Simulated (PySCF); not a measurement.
# Smallest direct gap on the k points sampled of zinc-blende AlN (metastable phase) at several levels of theory

No measured value is used here.

Problem. Put these levels in order of the smallest direct gap on the k points sampled that they give for zinc-blende AlN (metastable phase), smallest first: G0W0@Hartree–Fock (PySCF), G0W0@PBE0 (PySCF), PBE0 (PySCF).

Solution. PBE0 (6.29 eV), G0W0@PBE0 (6.54 eV), G0W0@Hartree–Fock (8.30 eV)

Computed values are for a static lattice.  A ± on a computed value is a rough bar: the spread of its extrapolation, a floor set from checks against published values, or a statistical error. Values are at the measured cell.
